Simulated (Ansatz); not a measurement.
1T (CdI2-type) PbI2: volume per atom by level of theory

No measured value is used here.

Problem. Put these levels in order of the volume per atom that they give for 1T (CdI2-type) PbI2, smallest first: HSE06 (Ansatz, an electronic-structure program), PBEsol (Ansatz), rVV10 (Ansatz).

Solution. PBEsol (42.11 Å³/atom), rVV10 (42.69 Å³/atom), HSE06 (47.75 Å³/atom)

Density-functional levels without +SOC have no spin–orbit coupling. HSE06, PBEsol: the cell comes from a level without a dispersion term, which matters for the spacing of layers, chains or molecules. Cutoffs and k meshes differ between the levels. Ansatz's density-functional and Hartree–Fock values are scalar-relativistic unless marked +SOC, with PAW data made under PBE.
